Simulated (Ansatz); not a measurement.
A displaced shape of singlet N₂H₂:

```xyz
4

N     0.0402   -0.0214   -0.5954
N     0.0352    0.0048    0.6510
H    -0.0212    0.9840   -0.8704
H     0.0364   -0.9629    0.9042
```

It was optimised with PBE0/def2-SVP in Ansatz (development build ahead of 0.2.0) to forces under 0.001 eV/Å, with restricted orbitals. Each step stands on the lowest determinant of that kind that the program's search found.

**Question.** What shape does it relax to, and how does the optimisation go?

**Answer.**

```xyz
4

N     0.0256    0.0008   -0.5935
N     0.0197    0.0015    0.6382
H    -0.0080    0.9956   -0.8927
H     0.0533   -0.9933    0.9373
```

Bond lengths: N1–N2 1.232 Å, N1–H3 1.039 Å, N2–H4 1.039 Å. Angles: N1–N2–H4 106.7°, N2–N1–H3 106.7°.

```
step  E − E(start) (eV)  largest force (eV/Å)
   1             0.0000                1.5241
   2             0.0152                0.6786
   3            -0.0502                0.5941
   4            -0.0608                0.1786
   5            -0.0617                0.0526
   6            -0.0618                0.0190
   7            -0.0618                0.0019
   8            -0.0618                0.0006
```

The optimisation ended after 8 steps with its threshold met.
